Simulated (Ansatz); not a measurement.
Results of PBEsol (Ansatz, an electronic-structure program, plane waves, PAW) for corundum Cr2O3.

Numerical settings: plane-wave cutoff 520 eV, 8×8×8 k mesh, spin-polarised with opposed moments, scalar-relativistic PAW data made under PBE.

Computed at the level's own relaxed cell.

Hill averages of the elastic tensor: K = 220.7 GPa, G = 97.0 GPa. Volume 9.292 Å³/atom, mean atomic mass 30.398 u.

Work out the density, the sound velocities of a polycrystal and the elastic Debye temperature at this level.

ρ = 1.66054 × 30.398/9.292 = 5.432 g/cm³. v_l = √[(K + 4G/3)/ρ] = 8.027 km/s and v_t = √(G/ρ) = 4.226 km/s. The mean follows from 3/v_m³ = 1/v_l³ + 2/v_t³: v_m = 4.725 km/s. Θ_D = (ħ/k_B) v_m (6π²/V)^(1/3) = 76.38 K Å s/km × 4.725 × 1.8540 Å⁻¹ = 669 K, counting all atoms of the cell.

Measured, for comparison: Voigt–Reuss–Hill shear modulus 123 GPa (temperature not stated, not corrected to a static lattice, Hill average of measured single-crystal constants; as tabulated in Oses et al. (2018), arXiv:1811.08464). Computed (rounded) less measured: Voigt–Reuss–Hill shear modulus -21 %.
